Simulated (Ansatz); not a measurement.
# CNS (doublet): from Hartree-Fock to the top rungs at a displaced geometry (v2), cc-pVDZ

The task here is to estimate one member of a computed series from the others.

Program: Ansatz 0.2.0, Gaussian basis. Level of theory: cc-pVDZ, core rule «outside noble gas», up to 7 orbitals frozen. These are calculated values, not measurements.

Plan: UHF; CCSD(T) on ROHF; CCSD(T) on UHF; BCCD(T) on ROHF; CISD; CCSDT(Q) on ROHF; CCSDT(Q) on UHF.

15 further runs of the same task are left out: 3 that didn't finish, 12 set aside as unsound or not needed.

## The geometry

The geometry is a PBE0/def2-TZVP stationary point (not a proven minimum) with its atoms shifted at random (size 0.100 Å).

3 atoms, charge 0, spin multiplicity 2.

Atoms are counted from 1 here; the program's logs count them from 0.

Bond lengths: N1–C2 1.198 Å, C2–S3 1.613 Å. Angles: N1–C2–S3 169.3°.

Set-up of the first run:

Input file in.yaml:

```yaml
crystal:
  periodic: [false, false, false]
  atoms:
    - {symbol: N, position_ang: [0.084376, 0.005225, -1.327702]}
    - {symbol: C, position_ang: [-0.080498, 0.013599, -0.141509]}
    - {symbol: S, position_ang: [-0.003878, -0.018825, 1.469211]}
basis:
  gaussian: {orbitals: cc-pVDZ}
magnetization: {spin_polarized: true, initial_magnetization: 1}
hamiltonian: {xc: hf}
output: {orbitals: {seedname: orbitals}}
```

The run is started by

```bash
$ ansatz run in.yaml --threads 1 --pin off --events-out ev --progress --plain --max-ram 2393MiB
```

Among the steps run: UHF; CCSD(T) on ROHF; CCSD(T) on UHF; BCCD(T) on ROHF; CISD; CCSDT(Q) on ROHF; CCSDT(Q) on UHF.

One of the session's tables, all rows but one given; the rest of the session is left out.

| method | from UCCSDT(Q) (kcal/mol) |
| --- | --- |
| ROHF | +274.49 |
| UHF | +263.41 |
| RMP2 | +23.30 |
| UMP2 | +35.57 |
| CISD | +43.47 |
| RCCSD | +13.67 |
| UCCSD | ? |
| RCCSD(T) | +1.83 |
| UCCSD(T) | +2.13 |
| BCCD(T) | +1.77 |
| RCCSDT | +1.47 |
| UCCSDT | +1.31 |
| RCCSDT(Q) | +0.02 |
| UCCSDT(Q) | 0 |

Estimate the missing values for UCCSD.

**Answer.** from UCCSDT(Q) (kcal/mol): +13.00. In the column «from UCCSDT(Q) (kcal/mol)» it lies between UCCSD(T) (+2.13) and RCCSD (+13.67).

To keep in mind: Restricted and unrestricted rows rest on different reference determinants; where their highest levels disagree by more than a few hundredths of an eV, they describe different states and don't form one ladder.
